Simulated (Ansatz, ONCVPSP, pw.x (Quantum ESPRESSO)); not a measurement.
# magnesium (fcc): variants of one ONCV potential in the solid

ONCVPSP 4.0.1.1 (patched build) input, shortened (lines: element, Z, core and valence counts, functional; n l f; lmax; l rc ep ncon nbas qcut; lloc lpopt rc5 dvloc0; l nproj debl; icmod fcfact rcfact), PBEsol, scalar-relativistic:

```
  Mg 12.00    3    1  -116133      upf
    1    0    2.00
    2    0    2.00
    2    1    6.00
    3    0    2.00
    1
    0    2.10    0.00    4    8    3.00
    1    2.25    0.02    4    7    3.20
    4    2    1.90    1.00
    0    2    2.90
    1    3    3.00
    0    0.00    0.00
```

Crystal test: fcc Mg in pw.x 7.5, no spin, 13³ k-points, Fermi–Dirac smearing 0.01 Ry, cutoffs set for each file from its atomic test. The reference is all-electron LAPW (Ansatz 0.2.0) with the same functional, mesh and smearing; V0 and B0 come from Birch–Murnaghan fits to the pressures at five volumes. Errors are pseudo minus all-electron; Δ is the rms difference of the E(V) curves that follow from these fits, minima aligned, over ±6 % about the mean V0. Mesh and smearing are coarse, so the numbers serve the comparison and aren't converged zero-temperature values; the lattice is a test structure that the element need not adopt.

All-electron: a0 = 4.495 Å (V0 = 22.71 Å³/atom), B0 = 36.4 GPa.

Base: This is a poor potential for the solid. Atomic configuration tests: 1 of 4 tests not solved or not reliable.

2 further variants are left out: they gave no file fit for a test, a broken result, the same result as the base, or pressures whose basis-set error rivals the error shown.

A dash in a converged row means that the minimum lies outside the volumes sampled.

| change | cutoffs (Ry) | pw.x | a0 (Å) | a0 error (%) | B0 error (%) | Δ (meV/atom) | mean pressure error (GPa) |
| --- | --- | --- | --- | --- | --- | --- | --- |
| base | 35/140 | converged | 4.551 | +1.24 | -5.7 | 6.6 | +1.36 |
| local potential polynomial inside 1.90 bohr (lpopt 2, dvloc0 -2 Ha) | 35/140 | converged | 4.475 | -0.45 | -2.3 | 2.5 | -0.48 |
| local potential polynomial inside 1.90 bohr (lpopt 2, dvloc0 5.5 Ha) | 35/140 | converged | – | – | – | – | +2.44 |

(1) Give the row for: local potential polynomial inside 1.90 bohr (lpopt 2, dvloc0 0.5 Ha).

Answers

(1) pw.x: converged; mean pressure error (GPa): +1.17; a0 (Å): 4.543; a0 error (%): +1.07; B0 error (%): -5.3; Δ (meV/atom): 5.7.
